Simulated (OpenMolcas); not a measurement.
A convergence study on PO2 (SMILES [O]P=O)

The species is PO2 (3 atoms), meant as a doublet with charge 0. As SMILES, `[O]P=O`. The shape is that of a GFN2-xTB optimisation.

```xyz
3

O     0.3317    1.2263    0.3177
P    -0.4039    0.0770   -0.2121
O     0.0722   -1.3033   -0.1055
```

Program: OpenMolcas 26.06. Method: UOPBE/3-21G. Swept: integration grid. Watched: the total energy. Each run: energy. Hardware: 1 thread of Arm Neoverse V1, shared host.

Deviations are taken from the sweep's last point, which isn't the limit.

```json
{"integration grid": "Coarse", "energy (Eh)": "-489.013841", "from the best (mEh)": "+1.762", "wall time": "2.7 s"}
{"integration grid": "SG1Grid", "energy (Eh)": "-489.015691", "from the best (mEh)": "-0.088", "wall time": "2.9 s"}
{"integration grid": "Fine", "energy (Eh)": "-489.015619", "from the best (mEh)": "-0.016", "wall time": "3.6 s"}
{"integration grid": "UltraFine", "energy (Eh)": "-489.015604", "from the best (mEh)": "0.000", "wall time": "6.6 s"}
```

Q: Which is the coarsest setting good to 0.1 mEh?

A: SG1Grid: it is 0.088 mEh off and takes 2.9 s, against 6.6 s for UltraFine.
